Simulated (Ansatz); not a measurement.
Input and output for C₄H₁₀O₂ (`COCCOC`).

```yaml
crystal:
  periodic: [false, false, false]
  atoms:
    - {symbol: C, position_ang: [0.621333, -1.097927, 1.926973]}
    - {symbol: O, position_ang: [1.457761, -0.551372, 1.044010]}
    - {symbol: C, position_ang: [1.239335, -0.674483, -0.405280]}
    - {symbol: C, position_ang: [0.103463, 0.444030, -0.958259]}
    - {symbol: O, position_ang: [-1.075012, 0.211077, -0.389805]}
    - {symbol: C, position_ang: [-1.929429, 1.142641, -0.979457]}
    - {symbol: H, position_ang: [-0.268526, -0.400505, 1.777730]}
    - {symbol: H, position_ang: [0.441101, -2.035115, 1.738446]}
    - {symbol: H, position_ang: [1.125793, -0.839247, 2.786908]}
    - {symbol: H, position_ang: [2.196142, -0.757134, -0.837596]}
    - {symbol: H, position_ang: [0.873941, -1.681748, -0.540276]}
    - {symbol: H, position_ang: [0.307124, 0.434576, -1.984533]}
    - {symbol: H, position_ang: [0.631091, 1.394330, -0.711379]}
    - {symbol: H, position_ang: [-2.111309, 1.166648, -1.841707]}
    - {symbol: H, position_ang: [-1.563581, 2.254672, -0.650165]}
    - {symbol: H, position_ang: [-2.804020, 0.869280, -0.516347]}
basis:
  gaussian: {orbitals: "6-31G*"}
hamiltonian: {xc: {name: BLYP}, dispersion: d3bjatm}
accuracy: high
output: {forces: true}
```

```sh
$ ansatz run in.yaml --threads 2 --pin off --events-out ev --progress --plain --max-ram 32768MiB --backend cpu
```

Output, abridged:

```
Functional definition: BLYP
2687 factors; integrals over basis functions are off by at most 1.0e-8 eV
mean field evaluation 1: about -8384.9066 eV, gradient 7.2e1 eV
mean field evaluation 2: about -8370.9824 eV, gradient 1.1e2 eV
mean field evaluation 4: about -8396.6603 eV, gradient 6.3e0 eV
mean field evaluation 8: about -8396.7216 eV, gradient 1.2e-1 eV
mean field evaluation 16: about -8396.7216 eV, gradient 1.5e-5 eV
mean field -8396.72164562 eV, -308.5738289741 hartree, gradient 3.6e-8 eV, S^2 0.000000; 0 other end points of the search recorded, 0 dependent functions left out
reference -8396.72170354 eV, -308.5738311025 hartree; 25, 25 occupied and 85, 85 virtual orbitals, 2687 factors
Total energy: -8397.30462849 eV, -308.5952531995 hartree
Atom 0 at     0.621333    -1.097927     1.926973 Å, force    -2.891735     6.312681    -0.312789 eV/Å
Atom 1 at     1.457761    -0.551372     1.044010 Å, force     4.760366     1.966425    -4.692134 eV/Å
Atom 2 at     1.239335    -0.674483    -0.405280 Å, force    -3.079271     0.382891     2.401674 eV/Å
Atom 3 at     0.103463     0.444030    -0.958259 Å, force     7.642337    -1.530498     1.953984 eV/Å
Atom 4 at    -1.075012     0.211077    -0.389805 Å, force    -0.955908    -0.808775    -0.702853 eV/Å
Atom 5 at    -1.929429     1.142641    -0.979457 Å, force     2.686119     3.332405    14.101762 eV/Å
Atom 6 at    -0.268526    -0.400505     1.777730 Å, force    -0.521789    -1.421096     1.290778 eV/Å
Atom 7 at     0.441101    -2.035115     1.738446 Å, force    -1.439489    -6.103182    -0.575242 eV/Å
Atom 8 at     1.125793    -0.839247     2.786908 Å, force     0.577026    -0.205222     3.164495 eV/Å
Atom 9 at     2.196142    -0.757134    -0.837596 Å, force     1.553937     1.080720    -0.991617 eV/Å
Atom 10 at     0.873941    -1.681748    -0.540276 Å, force    -0.992229    -0.823953    -0.432657 eV/Å
Atom 11 at     0.307124     0.434576    -1.984533 Å, force    -1.058037    -0.523847    -2.744690 eV/Å
Atom 12 at     0.631091     1.394330    -0.711379 Å, force    -0.660275     0.409704     0.719363 eV/Å
Atom 13 at    -2.111309     1.166648    -1.841707 Å, force    -1.622477    -0.386843   -14.021294 eV/Å
Atom 14 at    -1.563581     2.254672    -0.650165 Å, force    -0.980151    -1.901273    -0.583345 eV/Å
Atom 15 at    -2.804020     0.869280    -0.516347 Å, force    -3.018425     0.219863     1.424565 eV/Å
Dipole moment:    -0.230238     0.047730    -0.355640 e Å
```

Hardware: 2 threads of an AMD EPYC 7R13 on a shared host. Wall time 7.5 s, peak host memory 0.38 GiB.
